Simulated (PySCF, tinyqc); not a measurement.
Worked calculation: MP2 on RHF in the sto-3g basis, frozen core, for CH2, spin multiplicity 1. The lowest restricted solution is unstable here: a spin-polarised one lies 0.0247 hartree lower (PySCF). Computed by tinyqc, a small Python program that keeps every step (integrals from PySCF). Settings: charge = 0, multiplicity = 1, basis = sto-3g, method = RHF, frozen orbitals = 1, energy threshold = 1e-10, iteration cap = 90, orthogonalisation = canonical, start = atomic densities, DIIS depth = 6. Command: `OMP_NUM_THREADS=1 python tinyqc.py 28828 28829 out.jsonl` (the two numbers bound the seeds that draw the settings). One thread of a shared host (Intel(R) Xeon(R) Processor @ 2.60GHz), about 0.1 s of CPU time with the checks. The early iterations of the SCF are left out here.

## One-electron integrals

Geometry (angstrom):
```
atom        x         y        z
C     0.00000   0.00000  0.00000
H     0.00000   1.06300  0.73500
H     0.00000  -1.06700  0.73900
```

Basis sto-3g: exponents (1/bohr^2) and contraction coefficients of normalised primitives:
```
element  l (shell)  exponent  coefficient
C            s (1)  71.61684      0.15433
C            s (1)  13.04510      0.53533
C            s (1)   3.53051      0.44463
C            s (2)   2.94125     -0.09997
C            s (2)   0.68348      0.39951
C            s (2)   0.22229      0.70012
C            p (3)   2.94125      0.15592
C            p (3)   0.68348      0.60768
C            p (3)   0.22229      0.39196
H            s (1)   3.42525      0.15433
H            s (1)   0.62391      0.53533
H            s (1)   0.16886      0.44463
```

Overlap, kinetic and nuclear-attraction integrals over the contracted functions; the nuclear repulsion is the sum of Za Zb / Rab.

nuclear repulsion = 5.1514951 hartree

overlap S:
```
          1C 1s    1C 2s   1C 2px    1C 2py   1C 2pz    2H 1s     3H 1s
1C 1s   1.00000  0.24836  0.00000   0.00000  0.00000  0.03899   0.03850
1C 2s   0.24836  1.00000  0.00000   0.00000  0.00000  0.38125   0.37846
1C 2px  0.00000  0.00000  1.00000   0.00000  0.00000  0.00000   0.00000
1C 2py  0.00000  0.00000  0.00000   1.00000  0.00000  0.32232  -0.32037
1C 2pz  0.00000  0.00000  0.00000   0.00000  1.00000  0.22286   0.22189
2H 1s   0.03899  0.38125  0.00000   0.32232  0.22286  1.00000   0.09594
3H 1s   0.03850  0.37846  0.00000  -0.32037  0.22189  0.09594   1.00000
```

kinetic energy T (hartree):
```
           1C 1s     1C 2s   1C 2px    1C 2py   1C 2pz     2H 1s     3H 1s
1C 1s   15.89112  -0.08589  0.00000   0.00000  0.00000  -0.01140  -0.01132
1C 2s   -0.08589   0.47225  0.00000   0.00000  0.00000   0.05248   0.05129
1C 2px   0.00000   0.00000  1.47773   0.00000  0.00000   0.00000   0.00000
1C 2py   0.00000   0.00000  0.00000   1.47773  0.00000   0.12644  -0.12438
1C 2pz   0.00000   0.00000  0.00000   0.00000  1.47773   0.08743   0.08614
2H 1s   -0.01140   0.05248  0.00000   0.12644  0.08743   0.76003  -0.01118
3H 1s   -0.01132   0.05129  0.00000  -0.12438  0.08614  -0.01118   0.76003
```

nuclear attraction V (hartree):
```
            1C 1s     1C 2s    1C 2px    1C 2py    1C 2pz     2H 1s     3H 1s
1C 1s   -34.46992  -4.39518   0.00000  -0.00009  -0.01365  -0.69971  -0.69085
1C 2s    -4.39518  -5.99816   0.00000  -0.00084  -0.15018  -1.85033  -1.83360
1C 2px    0.00000   0.00000  -5.89697   0.00000   0.00000   0.00000   0.00000
1C 2py   -0.00009  -0.00084   0.00000  -6.01668  -0.00039  -1.43209   1.42023
1C 2pz   -0.01365  -0.15018   0.00000  -0.00039  -5.95430  -1.01995  -1.01329
2H 1s    -0.69971  -1.85033   0.00000  -1.43209  -1.01995  -3.90817  -0.41063
3H 1s    -0.69085  -1.83360   0.00000   1.42023  -1.01329  -0.41063  -3.89826
```

core Hamiltonian H = T + V (hartree):
```
            1C 1s     1C 2s    1C 2px    1C 2py    1C 2pz     2H 1s     3H 1s
1C 1s   -18.57880  -4.48107   0.00000  -0.00009  -0.01365  -0.71112  -0.70217
1C 2s    -4.48107  -5.52591   0.00000  -0.00084  -0.15018  -1.79785  -1.78230
1C 2px    0.00000   0.00000  -4.41924   0.00000   0.00000   0.00000   0.00000
1C 2py   -0.00009  -0.00084   0.00000  -4.53895  -0.00039  -1.30564   1.29586
1C 2pz   -0.01365  -0.15018   0.00000  -0.00039  -4.47657  -0.93252  -0.92715
2H 1s    -0.71112  -1.79785   0.00000  -1.30564  -0.93252  -3.14814  -0.42181
3H 1s    -0.70217  -1.78230   0.00000   1.29586  -0.92715  -0.42181  -3.13823
```

## Two-electron integrals

Functions are numbered as in S; the eight-fold symmetry (ij|kl) = (ji|kl) = (kl|ij) leaves the list below.

Two-electron integrals (ij|kl) in chemists' order, unique and non-zero (hartree):
```
(11|11) 3.54195     (21|11) 0.57692     (21|21) 0.11189     (22|11) 0.85468
(22|21) 0.20528     (22|22) 0.62471     (31|31) 0.02030     (32|31) 0.03086
(32|32) 0.13800     (33|11) 0.85244     (33|21) 0.20534     (33|22) 0.62457
(33|33) 0.67283     (41|41) 0.02030     (42|41) 0.03086     (42|42) 0.13800
(43|43) 0.03627     (44|11) 0.85244     (44|21) 0.20534     (44|22) 0.62457
(44|33) 0.60030     (44|44) 0.67283     (51|51) 0.02030     (52|51) 0.03086
(52|52) 0.13800     (53|53) 0.03627     (54|54) 0.03627     (55|11) 0.85244
(55|21) 0.20534     (55|22) 0.62457     (55|33) 0.60030     (55|44) 0.60030
(55|55) 0.67283     (61|11) 0.09091     (61|21) 0.01754     (61|22) 0.03217
(61|33) 0.03206     (61|41) 0.00086     (61|42) 0.00161     (61|44) 0.03228
(61|51) 0.00059     (61|52) 0.00112     (61|54) 0.00016     (61|55) 0.03217
(61|61) 0.00281     (62|11) 0.24007     (62|21) 0.05854     (62|22) 0.19886
(62|33) 0.19390     (62|41) 0.00456     (62|42) 0.03286     (62|44) 0.20383
(62|51) 0.00315     (62|52) 0.02272     (62|54) 0.00687     (62|55) 0.19865
(62|61) 0.00958     (62|62) 0.08655     (63|31) 0.00566     (63|32) 0.03074
(63|43) 0.00624     (63|53) 0.00431     (63|63) 0.01001     (64|11) 0.17561
(64|21) 0.04335     (64|22) 0.15613     (64|33) 0.14837     (64|41) 0.00857
(64|42) 0.05439     (64|44) 0.16804     (64|51) 0.00201     (64|52) 0.01635
(64|54) 0.00928     (64|55) 0.15180     (64|61) 0.00739     (64|62) 0.08057
(64|64) 0.08365     (65|11) 0.12142     (65|21) 0.02997     (65|22) 0.10795
(65|33) 0.10259     (65|41) 0.00201     (65|42) 0.01635     (65|44) 0.10756
(65|51) 0.00705     (65|52) 0.04204     (65|54) 0.00968     (65|55) 0.11359
(65|61) 0.00511     (65|62) 0.05571     (65|64) 0.05092     (65|65) 0.04522
(66|11) 0.40525     (66|21) 0.10046     (66|22) 0.38968     (66|33) 0.36968
(66|41) 0.00918     (66|42) 0.09073     (66|44) 0.40990     (66|51) 0.00635
(66|52) 0.06273     (66|54) 0.02781     (66|55) 0.38891     (66|61) 0.01662
(66|62) 0.22209     (66|64) 0.22751     (66|65) 0.15731     (66|66) 0.77461
(71|11) 0.08976     (71|21) 0.01732     (71|22) 0.03176     (71|33) 0.03166
(71|41) -0.00085    (71|42) -0.00159    (71|44) 0.03188     (71|51) 0.00059
(71|52) 0.00110     (71|54) -0.00015    (71|55) 0.03176     (71|61) 0.00269
(71|62) 0.00893     (71|64) 0.00633     (71|65) 0.00477     (71|66) 0.01528
(71|71) 0.00274     (72|11) 0.23785     (72|21) 0.05800     (72|22) 0.19714
(72|33) 0.19222     (72|41) -0.00452    (72|42) -0.03258    (72|44) 0.20207
(72|51) 0.00313     (72|52) 0.02256     (72|54) -0.00682    (72|55) 0.19694
(72|61) 0.00896     (72|62) 0.06029     (72|64) 0.04077     (72|65) 0.03782
(72|66) 0.11928     (72|71) 0.00937     (72|72) 0.08520     (73|31) 0.00560
(73|32) 0.03043     (73|43) -0.00618    (73|53) 0.00428     (73|63) 0.00649
(73|73) 0.00983     (74|11) -0.17417    (74|21) -0.04299    (74|22) -0.15493
(74|33) -0.14724    (74|41) 0.00848     (74|42) 0.05389     (74|44) -0.16673
(74|51) -0.00199    (74|52) -0.01625    (74|54) 0.00922     (74|55) -0.15066
(74|61) -0.00636    (74|62) -0.04083    (74|64) -0.02207    (74|65) -0.02517
(74|66) -0.07634    (74|71) -0.00724    (74|72) -0.07939    (74|74) 0.08246
(75|11) 0.12063     (75|21) 0.02978     (75|22) 0.10731     (75|33) 0.10198
(75|41) -0.00199    (75|42) -0.01625    (75|44) 0.10691     (75|51) 0.00698
(75|52) 0.04168     (75|54) -0.00960    (75|55) 0.11291     (75|61) 0.00480
(75|62) 0.03789     (75|64) 0.02518     (75|65) 0.02977     (75|66) 0.07918
(75|71) 0.00501     (75|72) 0.05499     (75|74) -0.05031    (75|75) 0.04467
(76|11) 0.05139     (76|21) 0.01260     (76|22) 0.04500     (76|33) 0.04366
(76|41) -7.34e-07   (76|42) -1.10e-05   (76|44) 0.04490     (76|51) 0.00109
(76|52) 0.00868     (76|54) -3.22e-06   (76|55) 0.04638     (76|61) 0.00202
(76|62) 0.01782     (76|64) 0.01445     (76|65) 0.01260     (76|66) 0.04345
(76|71) 0.00200     (76|72) 0.01770     (76|74) -0.01437    (76|75) 0.01254
(76|76) 0.00465     (77|11) 0.40360     (77|21) 0.10005     (77|22) 0.38836
(77|33) 0.36847     (77|41) -0.00911    (77|42) -0.09024    (77|44) 0.40843
(77|51) 0.00631     (77|52) 0.06250     (77|54) -0.02768    (77|55) 0.38764
(77|61) 0.01542     (77|62) 0.11993     (77|64) 0.07668     (77|65) 0.07945
(77|66) 0.24793     (77|71) 0.01634     (77|72) 0.22011     (77|74) -0.22565
(77|75) 0.15628     (77|76) 0.04345     (77|77) 0.77461
```

## Orthogonalisation

S = U s U^T; canonical form X = U s^(-1/2), so that X^T S X = 1. Each column of U has its largest component positive (the first on a tie).

eigenvalues of S: 0.39739  0.49508  0.86909  1.00000  1.10706  1.40899  1.72239

X:
```
               1         2         3        4         5         6        7
1C 1s   -0.33807   0.00673   0.75013  0.00000  -0.59958  -0.00145  0.19802
1C 2s    1.04426  -0.01562  -0.33699  0.00000  -0.30615  -0.00245  0.45976
1C 2px   0.00000   0.00000   0.00000  1.00000   0.00000   0.00000  0.00000
1C 2py   0.01781   0.95061  -0.00014  0.00000   0.00059   0.62618  0.00289
1C 2pz   0.52974  -0.00818   0.63586  0.00000   0.63508  -0.00156  0.22929
2H 1s   -0.73226  -0.73593  -0.18657  0.00000   0.15251   0.39619  0.37454
3H 1s   -0.70323   0.75779  -0.18776  0.00000   0.15324  -0.40081  0.37031
```

## Iteration 8 (converged): orbitals

converged F (hartree):
```
            1C 1s     1C 2s   1C 2px    1C 2py    1C 2pz     2H 1s     3H 1s
1C 1s   -11.01131  -2.95497  0.00000  -0.00008  -0.02427  -0.47566  -0.46972
1C 2s    -2.95497  -1.42290  0.00000  -0.00084  -0.04827  -0.53612  -0.53180
1C 2px    0.00000   0.00000  0.23041   0.00000   0.00000   0.00000   0.00000
1C 2py   -0.00008  -0.00084  0.00000  -0.14248  -0.00093  -0.32360   0.32197
1C 2pz   -0.02427  -0.04827  0.00000  -0.00093  -0.19010  -0.25146  -0.25068
2H 1s    -0.47566  -0.53612  0.00000  -0.32360  -0.25146  -0.34759  -0.12986
3H 1s    -0.46972  -0.53180  0.00000   0.32197  -0.25068  -0.12986  -0.34403
```

Diagonalise F' = X^T F X, C = X C', fill 4 alpha and 4 beta electrons from the bottom; D = 2 C_occ C_occ^T. Each column has its largest component positive (the first on a tie).

F' = X^T F X (hartree):
```
          1         2         3        4         5         6         7
1   0.21223   0.00939   1.10067  0.00000  -0.77857  -0.00002   0.28358
2   0.00939   0.54698  -0.02663  0.00000   0.02101   0.10115  -0.00822
3   1.10067  -0.02663  -4.72601  0.00000   4.64533   0.01384  -2.31664
4   0.00000   0.00000   0.00000  0.23041   0.00000   0.00000   0.00000
5  -0.77857   0.02101   4.64533  0.00000  -5.06269  -0.01509   2.50196
6  -0.00002   0.10115   0.01384  0.00000  -0.01509  -0.44668   0.00789
7   0.28358  -0.00822  -2.31664  0.00000   2.50196   0.00789  -2.01590
```

orbital energies (hartree): MO1 -11.01682, MO2 -0.76697, MO3 -0.45682, MO4 -0.29740, MO5 0.23041, MO6 0.48849, MO7 0.55746

coefficients C:
```
             MO1       MO2       MO3       MO4      MO5       MO6       MO7
1C 1s    0.99351  -0.22535   0.00104   0.12750  0.00000  -0.14704  -0.00461
1C 2s    0.02676   0.75250  -0.00468  -0.57157  0.00000   0.78423   0.02593
1C 2px   0.00000   0.00000   0.00000   0.00000  1.00000   0.00000   0.00000
1C 2py   0.00003   0.00162   0.52777  -0.00059  0.00000  -0.02784   1.00835
1C 2pz   0.00452   0.12447   0.00109   0.75277  0.00000   0.74716   0.02191
2H 1s   -0.00538   0.25587   0.47083   0.28324  0.00000  -0.73350  -0.72643
3H 1s   -0.00533   0.25265  -0.47186   0.28599  0.00000  -0.77138   0.67969
```

D after iteration 8:
```
           1C 1s     1C 2s   1C 2px    1C 2py    1C 2pz     2H 1s     3H 1s
1C 1s    2.10820  -0.43174  0.00000   0.00029   0.14484  -0.05281  -0.05252
1C 2s   -0.43174   1.78738  0.00000  -0.00183  -0.67297   0.05661   0.05744
1C 2px   0.00000   0.00000  0.00000   0.00000   0.00000   0.00000   0.00000
1C 2py   0.00029  -0.00183  0.00000   0.55708   0.00068   0.49747  -0.49758
1C 2pz   0.14484  -0.67297  0.00000   0.00068   1.16437   0.49110   0.49238
2H 1s   -0.05281   0.05661  0.00000   0.49747   0.49110   0.73480  -0.15298
3H 1s   -0.05252   0.05744  0.00000  -0.49758   0.49238  -0.15298   0.73660
```

## Convergence

Stop when the energy changes by less than 1e-10 hartree and every element of the error matrix X^T (F D S - S D F) X is below 3e-06.

Course of the cycle:
```
iteration  E (hartree)     change  largest element of the error matrix
1          -38.0162996          -                             5.93e-01
2          -38.3216234  -3.05e-01                             6.73e-02
3          -38.3309997  -9.38e-03                             2.51e-02
4          -38.3317765  -7.77e-04                             1.01e-02
5          -38.3319823  -2.06e-04                             8.91e-04
6          -38.3319838  -1.52e-06                             1.10e-04
7          -38.3319838  -1.08e-08                             3.50e-06
8          -38.3319838  -1.11e-11                             2.13e-07
```

PySCF RHF in the same basis = -38.3319838 hartree

Converged in 8 iterations.

## Integrals over molecular orbitals

(pq|rs) = sum C_ip C_jq C_kr C_ls (ij|kl), one index at a time.

one-electron integrals over orbitals h = C^T H C (hartree):
```
           1         2         3         4         5         6         7
1  -18.56489   0.36014  -0.00163  -0.18850   0.00000   0.22300   0.00693
2    0.36014  -4.43629   0.00063   0.27234   0.00000  -0.79047  -0.02613
3   -0.00163   0.00063  -3.76780  -0.00382   0.00000   0.02856  -0.88297
4   -0.18850   0.27234  -0.00382  -4.17649   0.00000  -0.50074  -0.01159
5    0.00000   0.00000   0.00000   0.00000  -4.41924   0.00000   0.00000
6    0.22300  -0.79047   0.02856  -0.50074   0.00000  -3.47547   0.00409
7    0.00693  -0.02613  -0.88297  -0.01159   0.00000   0.00409  -3.61937
```

Two-electron integrals over orbitals (pq|rs), unique and non-zero (hartree); the lowest 1 orbital is frozen and left out:
```
(22|22) 0.53125     (32|22) 0.00104     (32|32) 0.13036     (33|22) 0.48638
(33|32) -0.00052    (33|33) 0.49317     (42|22) 0.00933     (42|32) 0.00013
(42|33) 0.02174     (42|42) 0.08586     (43|22) 0.00045     (43|32) 0.03338
(43|33) -0.00015    (43|42) -0.00055    (43|43) 0.04127     (44|22) 0.49364
(44|32) -0.00045    (44|33) 0.44363     (44|42) -0.08895    (44|43) 0.00075
(44|44) 0.61623     (52|52) 0.09405     (53|52) -0.00033    (53|53) 0.01781
(54|52) -0.04143    (54|53) 0.00024     (54|54) 0.04873     (55|22) 0.54339
(55|32) -0.00022    (55|33) 0.45887     (55|42) -0.06004    (55|43) 0.00073
(55|44) 0.56166     (55|55) 0.67283     (62|22) 0.08843     (62|32) -0.00081
(62|33) 0.02730     (62|42) -6.29e-06   (62|43) 0.00102     (62|44) 0.05964
(62|55) 0.12222     (62|62) 0.09359     (63|22) -0.00295    (63|32) -0.06300
(63|33) -0.00062    (63|42) 0.00185     (63|43) -0.03972    (63|44) -0.00321
(63|55) -0.00440    (63|62) -0.00334    (63|63) 0.08462     (64|22) 0.04449
(64|32) 0.00212     (64|33) 0.00230     (64|42) -0.02852    (64|43) 0.00061
(64|44) 0.07947     (64|55) 0.07379     (64|62) 0.05316     (64|63) -0.00350
(64|64) 0.05199     (65|52) 0.05022     (65|53) -0.00072    (65|54) -0.00782
(65|65) 0.03768     (66|22) 0.51121     (66|32) -0.00568    (66|33) 0.48730
(66|42) 0.05019     (66|43) -0.00293    (66|44) 0.44708     (66|55) 0.48653
(66|62) 0.06533     (66|63) 0.00367     (66|64) 0.01995     (66|66) 0.54684
(72|22) 0.00281     (72|32) 0.01096     (72|33) 0.00064     (72|42) -0.00040
(72|43) -0.03424    (72|44) 0.00231     (72|55) 0.00403     (72|62) 0.00143
(72|63) 0.04352     (72|64) 0.00191     (72|66) 0.00299     (72|72) 0.05716
(73|22) 0.07052     (73|32) -0.00229    (73|33) 0.02382     (73|42) -0.06534
(73|43) -0.00044    (73|44) 0.11263     (73|55) 0.13458     (73|62) 0.07267
(73|63) -0.00143    (73|64) 0.06150     (73|66) 0.01005     (73|72) 0.00360
(73|73) 0.12361     (74|22) 0.00050     (74|32) -0.07330    (74|33) 0.00049
(74|42) -0.00048    (74|43) -0.00375    (74|44) 0.00194     (74|55) 0.00166
(74|62) 0.00183     (74|63) 0.04668     (74|64) -0.00071    (74|66) 0.00368
(74|72) -0.00946    (74|73) 0.00295     (74|74) 0.06543     (75|52) 0.00161
(75|53) 0.01832     (75|54) -0.00032    (75|65) 0.00047     (75|75) 0.02269
(76|22) 0.00119     (76|32) 0.10159     (76|33) -0.00061    (76|42) 0.00188
(76|43) 0.04808     (76|44) -0.00172    (76|55) -0.00053    (76|62) 0.00087
(76|63) -0.07430    (76|64) 0.00178     (76|66) -0.00453    (76|72) -0.01970
(76|73) -0.00379    (76|74) -0.05455    (76|76) 0.10698     (77|22) 0.50329
(77|32) 0.00610     (77|33) 0.49514     (77|42) -0.01611    (77|43) 0.00302
(77|44) 0.50280     (77|55) 0.51331     (77|62) 0.04538     (77|63) -0.00655
(77|64) 0.02235     (77|66) 0.49509     (77|72) 0.00042     (77|73) 0.06682
(77|74) -0.00283    (77|76) 0.00527     (77|77) 0.53689
```

## Second-order Moller-Plesset energy

Hartree-Fock energy = -38.3319838 hartree

E2 = sum_ijab (ia|jb) [2 (ia|jb) - (ib|ja)] / (e_i + e_j - e_a - e_b) over occupied i, j and virtual a, b; the opposite-spin part is (ia|jb)^2 / denominator, the rest is same-spin, and SCS-MP2 scales them by 6/5 and 1/3.

Terms (the 40 largest of 45):
```
i  j  a  b   (ia|jb)   (ib|ja)  denominator       term
3  3  7  7   0.12361   0.12361     -2.02856   -0.00753
2  2  5  5   0.09405   0.09405     -1.99475   -0.00443
3  3  6  6   0.08462   0.08462     -1.89062   -0.00379
2  2  6  6   0.09359   0.09359     -2.51092   -0.00349
2  3  6  7   0.07267   0.04352     -2.26974   -0.00326
3  2  7  6   0.07267   0.04352     -2.26974   -0.00326
3  4  7  6   0.06150   0.04668     -1.80016   -0.00261
4  3  6  7   0.06150   0.04668     -1.80016   -0.00261
4  4  7  7   0.06543   0.06543     -1.70970   -0.00250
4  4  5  5   0.04873   0.04873     -1.05560   -0.00225
4  4  6  6   0.05199   0.05199     -1.57177   -0.00172
2  4  6  6   0.05316   0.05316     -2.04135   -0.00138
4  2  6  6   0.05316   0.05316     -2.04135   -0.00138
2  2  7  7   0.05716   0.05716     -2.64885   -0.00123
2  4  5  5  -0.04143  -0.04143     -1.52518   -0.00113
4  2  5  5  -0.04143  -0.04143     -1.52518   -0.00113
4  3  7  6   0.04668   0.06150     -1.80016   -0.00083
3  4  6  7   0.04668   0.06150     -1.80016   -0.00083
3  2  6  7   0.04352   0.07267     -2.26974   -0.00028
2  3  7  6   0.04352   0.07267     -2.26974   -0.00028
3  3  5  5   0.01781   0.01781     -1.37446   -0.00023
2  4  7  7  -0.00946  -0.00946     -2.17928  -4.10e-05
4  2  7  7  -0.00946  -0.00946     -2.17928  -4.10e-05
4  3  6  6  -0.00350  -0.00350     -1.73120  -7.09e-06
3  4  6  6  -0.00350  -0.00350     -1.73120  -7.09e-06
2  3  7  7   0.00360   0.00360     -2.33871  -5.54e-06
3  2  7  7   0.00360   0.00360     -2.33871  -5.54e-06
2  3  6  6  -0.00334  -0.00334     -2.20077  -5.07e-06
3  2  6  6  -0.00334  -0.00334     -2.20077  -5.07e-06
4  3  7  7   0.00295   0.00295     -1.86913  -4.64e-06
3  4  7  7   0.00295   0.00295     -1.86913  -4.64e-06
4  2  6  7   0.00191   0.00183     -2.11031  -1.82e-06
2  4  7  6   0.00191   0.00183     -2.11031  -1.82e-06
4  2  7  6   0.00183   0.00191     -2.11031  -1.51e-06
2  4  6  7   0.00183   0.00191     -2.11031  -1.51e-06
3  3  6  7  -0.00143  -0.00143     -1.95959  -1.04e-06
3  3  7  6  -0.00143  -0.00143     -1.95959  -1.04e-06
2  2  6  7   0.00143   0.00143     -2.57989  -7.96e-07
2  2  7  6   0.00143   0.00143     -2.57989  -7.96e-07
4  4  6  7  -0.00071  -0.00071     -1.64074  -3.11e-07
```

Pair energies (hartree; pair i-j sums ij and ji):
```
pair  opposite spin  same spin
2-2        -0.00916          0
3-2        -0.00634   -0.00075
3-3        -0.01155          0
4-2        -0.00511  -7.18e-09
4-3        -0.00665   -0.00024
4-4        -0.00647          0
```

MP2 correlation energy = -0.0462756 hartree

SCS-MP2 correlation energy = -0.0546703 hartree

MP2 total energy = -38.3782594 hartree
